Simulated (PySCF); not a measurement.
**A diatomic session: Na2−**

One job finds the state of Na2−, follows it along the bond with each method and fits the curves.

Method: Na def2-SVPD, no relativity; program: PySCF 2.14.0.

4 further runs of the same task are left out: 4 set aside as unsound or not needed.

**1. Set-up**

Settings of the job:

```yaml
atoms: Na, Na
charge: -1
basis: Na def2-SVPD
Hamiltonian: no relativity
basis_functions: 36
electrons_treated: 23
masses_in_u: 22.9898, 22.9898
levels: PBE0, PBE, r²SCAN, BP86, B97-3, r²SCANh, MP2, SCS-MP2, CCSD, CCSD(T)
grid: 80 radial by 434 angular points
occupations: held fixed by the projection of orbital angular momentum
dissociation_limit: Na + Na−, each in its ground configuration
starting_distance_in_angstrom: 3.250
values_of_2S_to_try: 1, 3
```

On the command line:

```
> OMP_NUM_THREADS=1 python dia.py task.json out
```

The runs that follow: The PBE0 curve of the state that the search chose; PBE (GGA); r²SCAN (meta-GGA); BP86; B97-3; r²SCANh; Adding correlation.

**Question.** What will these runs give? Wanted: for each run, Re; ωe; De.

The runs gave:

Lowest PBE0 solution found, without spin–orbit coupling: ²Σu⁺ (doublet), unpaired electrons σ ↑.

```csv
level,Re (Å),ωe (cm⁻¹),De (eV)
ROHF-MP2,3.621,104.6,0.66
ROHF-SCS-MP2,3.638,102.8,0.66
ROHF-CCSD,3.649,101.7,0.68
ROHF-CCSD(T),3.642,102.6,0.71
PBE,3.506,102.3,0.87
BP86,3.531,98.3,0.80
r²SCAN,3.601,98.7,0.86
r²SCANh,3.603,98.3,0.85
PBE0,3.557,101.3,0.82
B97-3,3.522,101.1,0.85
```

De is counted to Na + Na− in their ground configurations. ⟨S²⟩ is off the pure value of 0.75 by over a tenth at r²SCAN 0.83, r²SCANh 0.84.

In words: Bond lengths run from 3.506 Å (PBE) to 3.649 Å (ROHF-CCSD). CCSD(T) can't serve as the judge here: for a weak bond in this basis it is far from its limit. Of the levels with a De here, ROHF-SCS-MP2 gives the least (0.66 eV) and PBE the most (0.87 eV).

Correlated steps freeze 2 core orbitals. With some functionals the highest level of the anion is positive, from self-interaction error or because the anion is truly unbound there; the finite basis then holds the extra electron, and no neutral molecule was run to test the binding.
